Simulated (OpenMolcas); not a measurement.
**[AlH4]− (SMILES [AlH4-]) at 6 levels**

Wanted: a comparison of 6 runs (B2PLYP/STO-3G, M06-2X/STO-3G, SVWN5/STO-3G, UB3LYP/STO-3G, r2SCAN/STO-3G, ACPF/STO-3G) of [AlH4]−. 

Program for the calculation: OpenMolcas 26.06.

## (1) Starting point

The species is [AlH4]− (5 atoms), meant as a singlet with charge -1. As SMILES, `[AlH4-]`. The Al1–H4 distance was set to 2.848 Å, away from the relaxed value. At this shape a bond of the SMILES string is far longer than usual.

Bond lengths: Al1–H2 1.628 Å, Al1–H3 1.628 Å, Al1–H5 1.627 Å. Angles: H2–Al1–H3 109.4°, H2–Al1–H5 109.4°, H3–Al1–H5 109.4°.

## (2) The energy at B2PLYP/STO-3G (run 1)

Contents of run.input:

```
* AlH4 Kohn-Sham DFT

&GATEWAY
  BasLib
  $CurrDir
  Coord
  5
  angstrom
  Al       0.152839       0.387938       1.146099
  H        1.596369      -0.116392       1.703589
  H       -1.030111      -0.216622       2.086309
  H       -0.203840      -0.517130      -1.530710
  H        0.096189       2.013728       1.183429
  Basis
  STO-3G
  Group
  NoSym

&SEWARD
  GridInput
  Grid=UltraFine
  End of Grid

&SCF
  Charge
  -1
  KSDFT
  B2PLYP_SCF
  Thresholds
  1e-10 1e-07 1e-07 1e-05
  PrOrbitals
  1 1

&MBPT2
  Frozen
  5
```

The basis set STO-3G is read from a file made from the Basis Set Exchange's data (not shown).

Command:

```sh
$ export MOLCAS_MEM=1860
$ pymolcas run.input > run.log
```

The log of the run:

```text
--- Start Module: gateway ---
[...]
--- Stop Module: gateway /rc=_RC_ALL_IS_WELL_ ---
[...]
      Basis functions           13
[...]
--- Start Module: scf ---
[...]
       Convergence after  14 Iterations
[...]
::    Total KS-DFT energy                            -241.3946349948
[...]
      Total spin, S                                     0.0000000000
[...]
      Total electronic charge=   18.000000
      Total            charge=   -1.000000
[...]
      Dipole Moment (debye):
      Origin of the operator (angstrom)=    0.1479    0.3753    1.1090
                   X=  5.7211E-01               Y=  1.4533E+00               Z=  4.2856E+00           Total=  4.5613E+00
      Center of Charge (angstrom)
[...]
--- Stop Module: scf /rc=_RC_ALL_IS_WELL_ ---
[...]
--- Start Module: mbpt2 ---
[...]
 ###    WARNING: MP2 implementation intended for RHF references only         ###
 ###############################################################################
MBPT2 WARNING: Reference function according to RunFile:KS-DFT
I'll assume you know what you're doing and continue
WARNING!
Default frozen orbitals as non valence orbitals is overwritten by user input.
Default values:   2
[...]
       Reference weight ( Cref**2 )         =        0.89468
::    Total MBPT2 energy                             -241.4832693391
[...]
      Total MBPT2 calculations                           0.03      0.03
--- Stop Module: mbpt2 /rc=_RC_ALL_IS_WELL_ ---
[...]
```

It took 3.9 s on 1 thread of Arm Neoverse V2, shared host; peak memory 0.37 GiB.

## (3) The energy at M06-2X/STO-3G (run 2)

Contents of run.input:

```
* AlH4 Kohn-Sham DFT

&GATEWAY
 BasLib = $CurrDir
 Coord
 5
 angstrom
 Al       0.152839       0.387938       1.146099
 H        1.596369      -0.116392       1.703589
 H       -1.030111      -0.216622       2.086309
 H       -0.203840      -0.517130      -1.530710
 H        0.096189       2.013728       1.183429
 Basis = STO-3G
 Group = NoSym

&SEWARD
 GridInput
 Grid=UltraFine
 End of Grid

&SCF
 Charge = -1
 KSDFT = M062X
 Thresholds = 1e-10 1e-07 1e-07 1e-05
 PrOrbitals = 1 1
```

The basis set STO-3G is read from a file made from the Basis Set Exchange's data (not shown).

Command:

```sh
$ export MOLCAS_MEM=1860
$ pymolcas run.input > run.log
```

The log of the run:

```text
--- Start Module: gateway ---
[...]
--- Stop Module: gateway /rc=_RC_ALL_IS_WELL_ ---
--- Start Module: seward ---
[...]
      Basis functions           13
--- Stop Module: seward /rc=_RC_ALL_IS_WELL_ ---
--- Start Module: scf ---
[...]
       Convergence after  14 Iterations
[...]
::    Total KS-DFT energy                            -241.5720616520
[...]
      Total spin, S                                     0.0000000000
[...]
      Total electronic charge=   18.000000
      Total            charge=   -1.000000
[...]
      Dipole Moment (debye):
      Origin of the operator (angstrom)=    0.1479    0.3753    1.1090
                   X=  5.3814E-01               Y=  1.3670E+00               Z=  4.0304E+00           Total=  4.2898E+00
      Center of Charge (angstrom)
[...]
--- Stop Module: scf /rc=_RC_ALL_IS_WELL_ ---
[...]
```

Run time: 4.5 s. Hardware: 1 thread of Arm Neoverse V2, shared host; peak memory 0.37 GiB.

## (4) The energy at SVWN5/STO-3G (run 3)

Contents of run.input:

```
&GATEWAY
  BasLib = $CurrDir
  Coord
  5
  angstrom
  Al       0.152839       0.387938       1.146099
  H        1.596369      -0.116392       1.703589
  H       -1.030111      -0.216622       2.086309
  H       -0.203840      -0.517130      -1.530710
  H        0.096189       2.013728       1.183429
  Basis = STO-3G
  Group = NoSym

&SEWARD
  GridInput
  Grid=UltraFine
  End of Grid

&SCF
  Charge = -1
  KSDFT = SVWN5
  Thresholds = 1e-10 1e-07 1e-07 1e-05
  PrOrbitals = 1 1
```

The basis set STO-3G is read from a file made from the Basis Set Exchange's data (not shown).

Command:

```sh
$ export MOLCAS_MEM=1860
$ pymolcas run.input > run.log
```

The log of the run:

```text
--- Start Module: gateway ---
[...]
--- Stop Module: gateway /rc=_RC_ALL_IS_WELL_ ---
--- Start Module: seward ---
[...]
      Basis functions           13
--- Stop Module: seward /rc=_RC_ALL_IS_WELL_ ---
--- Start Module: scf ---
[...]
       Convergence after  16 Iterations
[...]
::    Total KS-DFT energy                            -240.4340026062
[...]
      Total spin, S                                     0.0000000000
[...]
      Total electronic charge=   18.000000
      Total            charge=   -1.000000
[...]
      Dipole Moment (debye):
      Origin of the operator (angstrom)=    0.1479    0.3753    1.1090
                   X=  4.5724E-01               Y=  1.1618E+00               Z=  3.4251E+00           Total=  3.6456E+00
      Center of Charge (angstrom)
[...]
--- Stop Module: scf /rc=_RC_ALL_IS_WELL_ ---
[...]
```

Run time: 3.6 s. Hardware: 1 thread of Arm Neoverse V2, shared host; peak memory 0.37 GiB.

Runs 4 to 5 aren't shown in full; the table further down has their settings and results.

## (5) The energy at ACPF/STO-3G (run 6)

Contents of run.inp:

```
* AlH4 ACPF
>>> EXPORT MOLCAS_PRINT=2

&GATEWAY
  BASLIB=$CurrDir
  COORD
  5
  angstrom
  Al       0.152839       0.387938       1.146099
  H        1.596369      -0.116392       1.703589
  H       -1.030111      -0.216622       2.086309
  H       -0.203840      -0.517130      -1.530710
  H        0.096189       2.013728       1.183429
  BASIS=STO-3G
  GROUP=NoSym

&SEWARD

&SCF
  CHARGE=-1
  THRESHOLDS=1e-10 1e-07 1e-07 1e-05
  PRORBITALS=1 1

&MOTRA
  FROZEN=5

&GUGA
  ELECTRONS=8
  SPIN=1
  INACTIVE=4
  ACTIVE=0
  CIALL=1

&CPF
  ACPF
```

The basis set STO-3G is read from a file made from the Basis Set Exchange's data (not shown).

Command:

```sh
$ export MOLCAS_MEM=1860
$ pymolcas run.inp > run.log
```

The log of the run:

```text
--- Start Module: gateway ---
[...]
--- Stop Module: gateway /rc=_RC_ALL_IS_WELL_ ---
[...]
      Basis functions           13
[...]
       Convergence after  12 Iterations
[...]
::    Total SCF energy                               -240.9475337064
[...]
      Total spin, S                                     0.0000000000
[...]
      *** WARNING: Default frozen orbitals is overwritten by user input.
      *** Default values:   2
[...]
--- Start Module: guga ---
[...]
--- Stop Module: guga /rc=_RC_ALL_IS_WELL_ ---
--- Start Module: cpf ---
[...]
      Active orbitals                            0       0
[...]
      Spin quantum number                      0.0
[...]
     FINAL ACPF ENERGY        -241.03622384
     FINAL CORRELATION ENERGY   -0.08869013  REFERENCE ENERGY    -240.94753371
[...]
      Title:  ACPF natural orbitals
[...]
      Total electronic charge=   18.000000
      Total            charge=   -1.000000
[...]
      Dipole Moment (debye):
      Origin of the operator (angstrom)=    0.1479    0.3753    1.1090
                   X=  1.2799E-01               Y=  3.2652E-01               Z=  9.5367E-01           Total=  1.0161E+00
      Quadrupole Moment (debye*angstrom):
[...]
--- Stop Module: cpf /rc=_RC_ALL_IS_WELL_ ---
[...]
```

It took 1.5 s on 1 thread of Arm Neoverse V2, shared host; peak memory 0.37 GiB.

## (6) All runs side by side

```
run          level  frozen core orbitals  scramble  energy (Eh)  HOMO energy (eV)  LUMO energy (eV)  HOMO–LUMO gap (eV)  wall time
  1  B2PLYP/STO-3G                     5         –  -241.418566              4.52             11.11                6.58      3.9 s
  2  M06-2X/STO-3G                     –         –  -241.572062              4.29             10.71                6.42      4.5 s
  3   SVWN5/STO-3G                     –         –  -240.434003              6.35              9.35                3.00      3.6 s
  4  UB3LYP/STO-3G                     –      0.25  -241.607986              5.34              9.65                4.30      7.2 s
  5  r2SCAN/STO-3G                     –         –  -241.558653              5.98              9.20                3.22      5.1 s
  6    ACPF/STO-3G                     5         –  -241.036224              3.26             13.29               10.03      1.5 s
```

## (7) What came out

| quantity | value |
| --- | --- |
| run 6: total energy | -241.03622 Eh |
| run 6: HOMO energy (Hartree–Fock orbitals) | 3.26 eV |
| run 6: LUMO energy (Hartree–Fock orbitals) | 13.29 eV |
| run 6: HOMO–LUMO gap (to an unbound level, set by the basis) | 10.03 eV |
| run 6: correlation energy (5 core orbitals frozen) | -88.7 mEh |

In words: Over runs 1, 2, 3, 4, 5 the HOMO–LUMO gap runs from 3.00 eV (SVWN5/STO-3G) to 6.58 eV (B2PLYP/STO-3G). The empty levels of an anion lie above zero and hang on the basis. A double hybrid's value is that of its SCF part. For B2PLYP the log adds the whole second-order term; the table takes 0.27 of it, as the functional is defined. Totals of different functionals can't be ranked against each other. In runs 1, 2, 3, 4, 5, 6 the HOMO lies above zero, so the outermost electron may be held by the basis alone. In runs 1, 2, 3, 4, 5, 6 the basis is minimal, so the values are rough. All runs together took 26 s, the longest 7.2 s.
